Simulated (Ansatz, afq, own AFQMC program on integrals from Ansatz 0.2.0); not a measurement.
**Atomization energy of N₂H₂, singlet**

```yaml
atoms:
  - { symbol: N, position_ang: [0.0000, -0.1891, 0.5853] }
  - { symbol: N, position_ang: [0.0000, 0.1891, -0.5853] }
  - { symbol: H, position_ang: [0.0000, 0.6598, 1.1746] }
  - { symbol: H, position_ang: [0.0000, -0.6598, -1.1746] }
```

Connectivity, by distances: NH–NH.

Atoms in their ground-state spins without spin–orbit coupling (mostly on UHF) minus the molecule (RHF), without zero-point energy. The geometry is a stationary point, not shown to be a minimum.

Basis cc-pVDZ. Noble-gas cores (and the filled d shells of Ga–Kr and In–Xe) are frozen. Integrals, coupled cluster, full CI and functionals: Ansatz 0.2.0; the random walks run on the same integrals in our own AFQMC program. ph-AFQMC/CISD is guided by a CISD state made of CCSD amplitudes; releasing the constraint for a short imaginary time cuts its bias at the price of noise, slowly where states lie close. Free AFQMC starts from the CCSD state and is never constrained. Its projection time is finite, and what remains of the start isn't in its error. Uncertainties: one standard error, sampling alone. The errors of all members are added in quadrature.

No full CI on the walks' own integrals is used here; CCSDT(Q) serves as the reference and is uncertain by about the last step of the cluster series. Each member takes its own surest rung, up to full CI.

The best estimate is CCSD(T) at the basis-set limit (CBS: def2-TZVPP and def2-QZVPP, with their diffuse functions for anions and beside diffuse sets, CCSD(T) itself extrapolated) plus the step from CCSD(T) to CCSDT(Q) in cc-pVDZ. Rows without CBS are in cc-pVDZ; B2PLYP and the wave-function rows carry a basis error of their own. Core correlation and relativity beyond core potentials are missing, and ± holds the sampling alone.

Cautions: N₂H₂ (singlet): restricted determinant unstable towards unrestricted (UHF 21 meV lower, ⟨S²⟩ 0.14), the ph-AFQMC/CISD walk drifts between its halves (2.2 errors); other spins of the molecule weren't checked.

**Question.** Estimate: order these levels by their error in the atomization energy against the best estimate, smallest first.
A. CCSD(T)/CBS
B. CCSD
C. CCSD(T)
D. HF/CBS

**Answer.** A (0.032 eV), C (1.663 eV), B (1.939 eV), D (6.260 eV).

Best estimate: 12.833 eV.

Best estimates are given only where the step beyond CCSD(T) is under 0.3 eV and no member's determinant is very poor (T1 over 0.05, or 0.07 for open shells, ⟨S²⟩ too high by 0.3, two states mixed), so the hardest cases are missing from such tables.

Each member of a difference takes its own highest rung, so a best estimate needn't equal the limit plus the step of one row. A walk keeps the symmetry of its determinant, which the program's search chose and which needn't be the lowest solution, so a lower state of the same spin and another symmetry isn't excluded.
